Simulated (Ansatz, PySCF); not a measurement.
System: C2H6N, charge 0, multiplicity 2. It need not be the lowest isomer of its formula. 
Structure (B3LYP-D3(BJ)/def2-TZVP (Ansatz, a first-principles code) minimum search):
SMILES: CC[NH]
```xyz
9

C      1.1323    -0.4026     0.0357
C     -0.0608     0.5582     0.0396
N     -1.3458    -0.0877     0.0127
H      2.0718     0.1510     0.0859
H      1.0877    -1.0737     0.8947
H      1.1429    -1.0096    -0.8726
H      0.0072     1.2100    -0.8483
H     -0.0183     1.2183     0.9100
H     -1.2993    -0.8157    -0.7109
```
Charge 0, spin multiplicity 2.

Total electronic energies in hartree. Correlated levels leave the core frozen unless marked. UHF or UKS for open shells. Spin-orbit coupling is left out. Non-relativistic. Basis-set limits of correlation are two-point, X^-3; Hartree-Fock from the larger set. [CCSD(T)-MP2]/basis is that difference in the basis named.

| level | program | energy (Eh) |
|---|---|---|
| HF/aug-cc-pVDZ | Ansatz | -133.65077 |
| PW6B95-D3(BJ)/def2-TZVPD | PySCF + dftd3 | -134.72279 |
| PW6B95-D4/def2-TZVPD | PySCF + dftd4 | -134.72429 |
| MN15/def2-TZVPD | PySCF | -134.37885 |
| wB97X-V/def2-TZVPD | Ansatz | -134.51475 |
| RI-MP2/cc-pVTZ | Ansatz | -134.20931 |
| RI-MP2/cc-pVQZ | Ansatz | -134.25367 |
| RI-MP2/CBS(cc-pVTZ,cc-pVQZ) | Ansatz | -134.2792 |
| RI-MP2/CBS(cc-pVTZ,cc-pVQZ)+[CCSD(T)-MP2]/cc-pVTZ | Ansatz | -134.3398 |

Totals of different functionals don't rank their quality; only differences between species are comparable.
